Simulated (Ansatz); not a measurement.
Basis-set extrapolation for `N=C(F)CN` (PBE0-D4/def2-TZVP geometry, frozen core, Ansatz 0.2.0). Multiplicity 1, RHF reference.

```
                      def2-TZVPP   def2-QZVPP
                 HF  -287.093616  -287.106459
    MP2 correlation    -0.989284    -1.064085
CCSD(T) correlation    -1.054236      not run
```

Energies in hartree. Use E(X) = E(∞) + A·exp(−7.88·√X) for Hartree–Fock and E(X) = E(∞) + B·X^(−2.97) for correlation, with X = 3 and 4, and add CCSD(T) minus MP2 of the smaller set to the MP2 limit.

Problem. What is the CCSD(T) energy at the basis-set limit?

Solution. HF limit: -287.106459 + (-0.012843) × 0.13774 = -287.10823. MP2 limit: -1.064085 + (-0.074801) × 0.74074 = -1.11949. Higher-order term: -1.054236 − (-0.989284) = -0.06495. Total: -288.29267 hartree, 380.2 kJ/mol below CCSD(T)/def2-TZVPP.
